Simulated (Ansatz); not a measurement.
**BH₃S (triplet): from Hartree-Fock to the top rungs at distance B1–H4 along a hydrogen transfer = 1.870 Å, cc-pVDZ**

Aim: climb from Hartree-Fock through coupled cluster and multireference methods for BH₃S (triplet) at one geometry and basis, and see what each rung misses.

Program: Ansatz 0.2.0, Gaussian basis. Level of theory: cc-pVDZ, core rule «outside noble gas», up to 6 orbitals frozen. These are calculated values, not measurements.

To be run: UHF; CCSD(T) on ROHF; CCSD(T) on UHF; BCCD(T) on ROHF; CISD; CCSDT(Q) on ROHF; CCSDT(Q) on UHF; CASSCF and MRCISD+Q, 4 electrons in 4 orbitals; CASSCF and NEVPT2, 4 electrons in 4 orbitals; CASSCF and NEVPT2, 12 electrons in 11 orbitals.

11 further runs of the same task are left out: 5 for a known fault of the program, 2 for a mislabelled method, 4 that didn't finish.

### 1 The geometry

The geometry derives from fragments relaxed apart (PBE0/def2-TZVP) and kept rigid, so it is no stationary point. A hydrogen atom is moved between rigid fragments.

5 atoms, charge 0, spin multiplicity 3.

Atoms are counted from 1 here; the program's logs count them from 0.

Bond lengths: B1–H2 1.193 Å, B1–H3 1.193 Å, H4–S5 1.380 Å. Angles: H2–B1–H3 120.0°.

### 2 UHF

Contents of in.yaml:

```yaml
crystal:
  periodic: [false, false, false]
  atoms:
    - {symbol: B, position_ang: [-2.285263, 0.000000, 0.000000]}
    - {symbol: H, position_ang: [-2.881996, 1.033571, 0.000000]}
    - {symbol: H, position_ang: [-2.881996, -1.033571, 0.000000]}
    - {symbol: H, position_ang: [-0.415263, 0.000000, 0.000000]}
    - {symbol: S, position_ang: [0.964737, 0.000000, 0.000000]}
basis:
  gaussian: {orbitals: cc-pVDZ}
magnetization: {spin_polarized: true, initial_magnetization: 2}
hamiltonian: {xc: hf}
output: {orbitals: {seedname: orbitals}}
```

Command:

```bash
$ ansatz run in.yaml --threads 1 --pin off --events-out ev --progress --plain --max-ram 2393MiB
```

The runs that follow: CCSD(T) on ROHF; CCSD(T) on UHF; BCCD(T) on ROHF; CISD; CCSDT(Q) on ROHF; CCSDT(Q) on UHF; CASSCF and MRCISD+Q, 4 electrons in 4 orbitals; CASSCF and NEVPT2, 4 electrons in 4 orbitals; CASSCF and NEVPT2, 12 electrons in 11 orbitals.

**Question.** What will the summary of the whole plan be? Wanted: UCCSDT(Q) below the RHF energy; RMP2 from UCCSDT(Q); UMP2 from UCCSDT(Q); RCCSD from UCCSDT(Q); RCCSD(T) from UCCSDT(Q); UCCSD(T) from UCCSDT(Q); RCCSDT(Q) from UCCSDT(Q); NEVPT2 pair from UCCSDT(Q); MRCISD+Q pair from UCCSDT(Q).

As calculated:

```
                         quantity                                                                  value
   UCCSDT(Q) below the RHF energy                                                             -6.5120 eV
              RMP2 from UCCSDT(Q)                                                        +28.84 kcal/mol
              UMP2 from UCCSDT(Q)                                                        +29.04 kcal/mol
             RCCSD from UCCSDT(Q)                                                         +3.47 kcal/mol
          RCCSD(T) from UCCSDT(Q)                                                         +0.72 kcal/mol
          UCCSD(T) from UCCSDT(Q)                                                         +0.72 kcal/mol
         RCCSDT(Q) from UCCSDT(Q)                                                         +0.01 kcal/mol
       NEVPT2 pair from UCCSDT(Q)                                                        +28.15 kcal/mol
     MRCISD+Q pair from UCCSDT(Q)                                                         +0.61 kcal/mol
    NEVPT2 valence from UCCSDT(Q)                                                        +28.02 kcal/mol
levels within 1 kcal/mol (43 meV)  RCCSD(T), UCCSD(T), BCCD(T), RCCSDT, UCCSDT, RCCSDT(Q), MRCISD+Q pair
                    T1 diagnostic                                                                  0.020
   effectively unpaired electrons                                                                   2.01
```

RCCSD(T) misses by +0.72 kcal/mol, 0.5 % of the correlation energy. One determinant dominates. Of the multireference levels listed MRCISD+Q pair comes nearest in total energy (+0.61 kcal/mol), which doesn't show that its space is the better one. These misses are within one basis, not against nature; the frozen cores of restricted and unrestricted runs differ, which can shift their rows.
